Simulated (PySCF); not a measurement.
Rigid-rotor lines calculated for a species of formula C5H8O (commonest isotopes; B3LYP/def2-SVPD in PySCF (dipole) on a GFN2-xTB geometry, gas phase), labelled J(Ka,Kc):

```json
{"transition": "2(1,2) ← 1(1,1)", "MHz": "6283.0"}
{"transition": "1(0,1) ← 0(0,0)", "MHz": "3240.9"}
{"transition": "2(1,1) ← 1(1,0)", "MHz": "6680.7"}
{"transition": "2(0,2) ← 1(0,1)", "MHz": "6479.1"}
{"transition": "1(1,1) ← 0(0,0)", "MHz": "13687.8"}
```

Find the rotational constants.

1(0,1) ← 0(0,0) is B + C, 2(1,1) ← 1(1,0) is 3B + C and 2(1,2) ← 1(1,1) is B + 3C, so B − C is half the difference of the last two, 198.8 MHz. 1(1,1) ← 0(0,0) is A + C. A = 12166.7, B = 1719.9, C = 1521.0 MHz.

What moments of inertia, asymmetry and inertial defect follow?

I = 505379 MHz·u·Å² over each constant: Ia = 41.54, Ib = 293.84, Ic = 332.26 u·Å²; κ = (2B − A − C)/(A − C) = -0.963 (near-prolate asymmetric top); Δ = Ic − Ia − Ib = -3.12 u·Å².

Which dipole components do these lines need?

μa and μb (a-type: ΔKa even, ΔKc odd; b-type: both odd). The calculation gives |μa| = 0.17 D, |μb| = 0.96 D, |μc| = 0.00 D.

Predict further lines from these constants: 2(2,0) ← 2(1,1); 4(4,1) ← 4(3,2); 3(1,2) ← 2(1,1); 4(3,1) ← 3(2,2); 4(3,1) ← 4(2,2); 4(2,3) ← 3(1,2).

```
     transition    MHz  type  branch
3(1,2) ← 2(1,1)  10019     a       R
2(2,0) ← 2(1,1)  31343     b       Q
4(2,3) ← 3(1,2)  44006     b       R
4(3,1) ← 4(2,2)  52699     b       Q
4(3,1) ← 3(2,2)  65703     b       R
4(4,1) ← 4(3,2)  73819     b       Q
```

Which structure gave them?

`C=CO/C=C\C`, point group Cs. Three constants can't fix a structure by themselves; this is the one that was computed:
```
atom  x, y, z in Å
C1    -2.895    0.374   -0.125
C2    -1.851   -0.420    0.057
O3    -0.579    0.037    0.003
C4     0.433   -0.852    0.204
C5     1.712   -0.501    0.173
C6     2.207    0.884   -0.082
H7    -2.772    1.422   -0.326
H8    -3.894   -0.016   -0.077
H9    -1.965   -1.482    0.260
H10    0.128   -1.877    0.394
H11    2.455   -1.265    0.341
H12    1.372    1.561   -0.235
H13    2.846    0.900   -0.964
H14    2.801    1.234    0.763
```

The values belong to one conformer (point group Cs) with, in the numbering `[CH2:1]=[CH:2][O:3]/[CH:4]=[CH:5]\[CH3:6]`, C1–C2–O3–C4 180°, C2–O3–C4–C5 180°. GFN2-xTB frequencies: not computed here. These are rigid-rotor constants of the computed structure; measured ground-state constants (B0) also hold zero-point vibration. A rigid rotor knows nothing of internal rotation, which can split or shift real lines.

The run took 27 s of wall time (grids of density and orbitals included) on one thread of an Arm Neoverse V1, shared host with 32 logical CPUs at a one-minute load of 22, and the process peaked at 0.68 GiB of memory. This is the B3LYP/def2-SVPD job that gave the dipole, with the excitations it also computed.
